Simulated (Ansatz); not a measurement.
Ansatz (a first-principles code) input (HF/3-21G): The .json file is the Basis Set Exchange's 3-21G.

Ansatz 0.2 input:
```yaml
crystal:
  periodic: [false, false, false]
  atoms:
    - {symbol: O, position_ang: [0.68039159, 0.08251544, 1.22498637]}
    - {symbol: C, position_ang: [0.06522876, 0.14009595, 0.11509878]}
    - {symbol: C, position_ang: [-0.32824940, 1.22496335, -0.61337398]}
    - {symbol: C, position_ang: [-0.29698091, -1.23922453, -0.51338909]}
    - {symbol: H, position_ang: [-0.90979011, -1.79296319, 0.19409973]}
    - {symbol: H, position_ang: [-0.84789561, 1.12290718, -1.54826115]}
    - {symbol: H, position_ang: [-0.12396744, 2.22147806, -0.26278388]}
    - {symbol: H, position_ang: [0.61921223, -1.80797889, -0.65413935]}
    - {symbol: H, position_ang: [-0.82068246, -1.15857533, -1.45882054]}
basis:
  gaussian:
    orbitals: 3-21G.json
hamiltonian:
  xc: {name: HF}
total_charge: -1
phonons: {temperatures: {t_min: 298.15, t_max: 298.15, t_step: 100}}
```

**Question.** Which harmonic wavenumbers does it give?

**Answer.** 162, 461, 544, 600, 672, 805, 820, 1089, 1155, 1164, 1383, 1511, 1621, 1649, 1656, 1747, 3165, 3204, 3241, 3282, 3347 cm⁻¹ (unscaled; negative means imaginary).
